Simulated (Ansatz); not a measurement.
fcc Pt, treated with PBE in Ansatz (PAW).

Numerical settings: plane-wave cutoff 520 eV, 24×24×24 k mesh, Fermi–Dirac smearing 0.05 eV, scalar-relativistic PAW data made under PBE.

The volume scan:

```json
[
 {"V (Å³/atom)": "14.707", "E − E_lowest (meV/atom)": "49.77", "P (GPa)": "18.15"},
 {"V (Å³/atom)": "15.019", "E − E_lowest (meV/atom)": "21.14", "P (GPa)": "11.31"},
 {"V (Å³/atom)": "15.332", "E − E_lowest (meV/atom)": "5.05", "P (GPa)": "5.29"},
 {"V (Å³/atom)": "15.645", "E − E_lowest (meV/atom)": "0.00", "P (GPa)": "0.00"},
 {"V (Å³/atom)": "15.958", "E − E_lowest (meV/atom)": "4.65", "P (GPa)": "-4.66"},
 {"V (Å³/atom)": "16.271", "E − E_lowest (meV/atom)": "17.82", "P (GPa)": "-8.74"},
 {"V (Å³/atom)": "16.584", "E − E_lowest (meV/atom)": "38.46", "P (GPa)": "-12.31"}
]
```

### Question
Estimate the bulk modulus from the pressures at 15.332 and 15.958 Å³/atom, and compare it with a fit to all energies.

### Answer
B = −V dP/dV. Between V = 15.332 and 15.958 Å³/atom, dP/dV = (-4.66 − (5.29))/(15.958 − 15.332) = -15.9 GPa per Å³/atom; at the midpoint 15.645 Å³/atom this gives B ≈ 249 GPa. The third-order Birch–Murnaghan fit gives V0 = 15.645 Å³/atom, B0 = 248 GPa, B′ = 5.5, which lies within 1 % of that estimate.

Measured, for comparison: bulk modulus 289 GPa (corrected for temperature and zero-point phonon effects; as tabulated in Levämäki et al. (2014), arXiv:1402.3671); equilibrium volume per atom 14.98 Å³/atom (static lattice: zero-point anharmonic expansion removed; as tabulated in Mejia-Rodriguez and Trickey (2018), arXiv:1807.09216). Computed (rounded) less measured: bulk modulus -14 %, equilibrium volume per atom +4.5 %.

Spin–orbit coupling is not included.

Computed values are for the static lattice.

Ansatz is a quantum-chemistry and plane-wave program.
